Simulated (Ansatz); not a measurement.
# Gold, fcc under PBE: how the Fermi-Dirac smearing moves the result

A convergence test of the Fermi-Dirac smearing width. The geometry was relaxed under PBE beforehand and stays fixed; 6 values are run, from 0.01 to 1.0 eV. Wanted are the values from which on the energy stays within 10 and 1 meV/atom, and the pressure within 0.5 GPa, of the narrowest run. Within the series other settings stay, but some runs also write fields, which adds to their time. Spin polarisation is left out.

Computed with Ansatz 0.2.0 (DFT PBE, plane waves with PAW, scalar-relativistic, unless a step says otherwise).

## 1. The system as given

It takes space group Fm-3m (No. 225, cubic). Conventional cell: a = 4.157 Å, b = 4.157 Å, c = 4.157 Å, α = 90.00°, β = 90.00°, γ = 90.00°. Around Au (site symmetry m-3m) lie 12 Au at 2.94 Å.

As a file:

```cif
data_structure
_symmetry_space_group_name_H-M 'Fm-3m'
_symmetry_Int_Tables_number 225
_cell_length_a 4.1565
_cell_length_b 4.1565
_cell_length_c 4.1565
_cell_angle_alpha 90.000
_cell_angle_beta 90.000
_cell_angle_gamma 90.000
_cell_volume 71.81
loop_
_atom_site_label
_atom_site_type_symbol
_atom_site_symmetry_multiplicity
_atom_site_Wyckoff_symbol
_atom_site_fract_x
_atom_site_fract_y
_atom_site_fract_z
_atom_site_occupancy
Au1 Au 4 a 0.00000 0.00000 0.00000 1
```

## 2. With a width of 0.01 eV

The run at 0.01 eV.

Input file input.yaml:

```yaml
crystal:
  lattice:
    - [0.0, 2.0782552709, 2.0782552709]
    - [2.0782552709, 0.0, 2.0782552709]
    - [2.0782552709, 2.0782552709, 0.0]
  atoms:
    - { symbol: Au, position: [0.0, 0.0, 0.0] }
hamiltonian:
  xc: pbe
  pseudopotentials:
    kind: paw
    azcp:
      Au: "pseudopotentials/Au.paw.azcp"
basis:
  ecutwfc: 420
  fft_grid_basis: typed
kpoints:
  mp_grid: { grid: [13, 13, 13], shift: [0, 0, 0] }
magnetization:
  spin_polarized: false
scf:
  occupations: { method: fermi_dirac, width: 0.01 }
  lower_state_search: "off"
output:
  stress: true
```

Started as:

```
ansatz run input.yaml --threads 1 --pin off --max-ram 3584MiB --backend cpu --events-out ev --progress --plain --runs-dir out
```

## 3. With a width of 0.03 eV

The run at 0.03 eV.

Edit input.yaml of step 2 so:

```diff
@@ -21,3 +21,3 @@
 scf:
-  occupations: { method: fermi_dirac, width: 0.01 }
+  occupations: { method: fermi_dirac, width: 0.03 }
   lower_state_search: "off"
@@ -25 +25,5 @@
   stress: true
+  write_density: true
+  write_potential: true
+  elf: true
+  volumetric_format: npy
```

## 4. With a width of 0.2 eV

The run at 0.2 eV.

Edit input.yaml of step 3 so:

```diff
@@ -21,3 +21,3 @@
 scf:
-  occupations: { method: fermi_dirac, width: 0.03 }
+  occupations: { method: fermi_dirac, width: 0.2 }
   lower_state_search: "off"
@@ -25,5 +25 @@
   stress: true
-  write_density: true
-  write_potential: true
-  elf: true
-  volumetric_format: npy
```

## 5. With a width of 0.3 eV

The run at 0.3 eV.

Edit input.yaml of step 4 so:

```diff
@@ -21,3 +21,3 @@
 scf:
-  occupations: { method: fermi_dirac, width: 0.2 }
+  occupations: { method: fermi_dirac, width: 0.3 }
   lower_state_search: "off"
```

## 6. With a width of 0.6 eV

The run at 0.6 eV.

Edit input.yaml of step 5 so:

```diff
@@ -21,3 +21,3 @@
 scf:
-  occupations: { method: fermi_dirac, width: 0.3 }
+  occupations: { method: fermi_dirac, width: 0.6 }
   lower_state_search: "off"
@@ -25 +25,5 @@
   stress: true
+  write_density: true
+  write_potential: true
+  elf: true
+  volumetric_format: npy
```

## 7. With a width of 1.0 eV

The run at 1.0 eV.

Edit input.yaml of step 6 so:

```diff
@@ -21,3 +21,3 @@
 scf:
-  occupations: { method: fermi_dirac, width: 0.6 }
+  occupations: { method: fermi_dirac, width: 1.0 }
   lower_state_search: "off"
@@ -25,5 +25 @@
   stress: true
-  write_density: true
-  write_potential: true
-  elf: true
-  volumetric_format: npy
```

(Steps that only read results are left out.)

Before running it: what results should come out?

The runs gave:

| quantity | value |
| --- | --- |
| E(σ → 0) stays within 10 meV/atom of 0.01 eV | up to 0.3 eV |
| E(σ → 0) stays within 1 meV/atom | up to 0.2 eV |
| pressure stays within 0.5 GPa | up to 0.2 eV |
| pressure at 0.01 eV | -0.15 GPa |
| energy of a separate run on a finer mesh (21×21×21) | +2.4 meV/atom from 0.01 eV |

The far end, 1.0 eV, lies +144.5 meV/atom and +7.2 GPa from the yardstick. Over the range F shifts by -703.8 meV/atom, while E(σ → 0) shifts by +144.5. In theory F falls as the square of the width under this scheme, but here the ratio is not steady: the mesh at narrow widths, or a density of states that varies over the wide ones, can both cause that. The mesh (13×13×13) is fixed, so the narrowest widths carry a k-point error of their own. The yardstick itself is unsettled by 2.4 meV/atom against the finer mesh, so the thresholds above hold only within this series, and wider smearing, which averages over more states, can land nearer the fine-mesh value than the narrowest does. The cell taken over is 6 % larger than the measured one (16.96 Å³/atom, COD).
